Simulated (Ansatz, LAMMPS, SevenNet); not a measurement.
**How well does each level of theory give the bulk modulus B0 of bcc Ta?**

Reference value: 198 GPa (measured, corrected for temperature and zero-point phonon effects, our sources range from 194 to 203; as tabulated in Levämäki et al. (2014), arXiv:1402.3671).

```tsv
level (code)	value (GPa)	cell (Å³/atom)	error (%)
Lennard-Jones uff-vdw (LAMMPS)	1.74	21.19	-99
SevenNet-0	197	18.30	-0.5
LDA (Ansatz)	220	17.21	+11.1
PBE (Ansatz)	194	18.28	-2.0
PBE-D3(BJ) (Ansatz)	206	17.73	+4.0
r²SCAN (Ansatz)	201	18.05	+1.5
r²SCAN+SOC (Ansatz)	200	18.04	+1.0
r²SCAN-D4 (Ansatz)	203	17.98	+2.5
B3LYP (VWN-RPA form) (Ansatz)	203	18.49	+2.5
HSE06-D3(BJ) (Ansatz)	229	17.26	+15.7
r²SCANh (Ansatz)	205	17.97	+3.5
Hartree–Fock (Ansatz)	227	19.56	+14.6
```

Leaving aside Lennard-Jones uff-vdw (doubt noted below): Once the reference is moved by up to 2.4 % (a margin picked here for doubts on the reference and the settings) and values within 1.7 % count as equal, the nearest can be SevenNet-0 (-0.5 %), r²SCAN+SOC (+1.0 %), r²SCAN (+1.5 %), PBE (-2.0 %), r²SCAN-D4 (+2.5 %), B3LYP (VWN-RPA form) (+2.5 %), r²SCANh (+3.5 %) or PBE-D3(BJ) (+4.0 %). By the same margin the farthest can be HSE06-D3(BJ) (+15.7 %) or Hartree–Fock (+14.6 %).

Density-functional levels without +SOC have no spin–orbit coupling. Lennard-Jones uff-vdw: this is a force field's van der Waals term alone, without bonds or charges. Lennard-Jones uff-vdw: pair potentials favour close packing, so symmetry can be all that holds this lattice. Each level is taken at its own relaxed cell. Cutoffs and k meshes differ between the levels. Ansatz's density-functional and Hartree–Fock values are scalar-relativistic unless marked +SOC, with PAW data made under PBE.

Machine-learned potentials (SevenNet-0) are trained on DFT data: a solid inside that data is no test of them.

Differences are worked out from the printed values.

Ansatz is a first-principles code.
